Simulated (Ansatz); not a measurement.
**How the cohesive energy of antifluorite Mg2Si moves with the method**

No measured value is used here.

```tsv
level (code)	value (eV/atom)	cell (Å³/atom)
LDA (Ansatz)	[?]	20.44
PBE (Ansatz)	2.68	21.49
PBEsol (Ansatz)	2.94	21.10
HSE06 (Ansatz)	2.73	21.21
PBE0 (Ansatz)	2.73	21.17
```

Problem. Complete the blanks.

Solution. 
- LDA (Ansatz, a first-principles code), value (eV/atom): 3.11

Each level is taken at its own relaxed cell. Cutoffs and k meshes differ between the levels. Ansatz's density-functional and Hartree–Fock values are scalar-relativistic unless marked +SOC, with PAW data made under PBE.
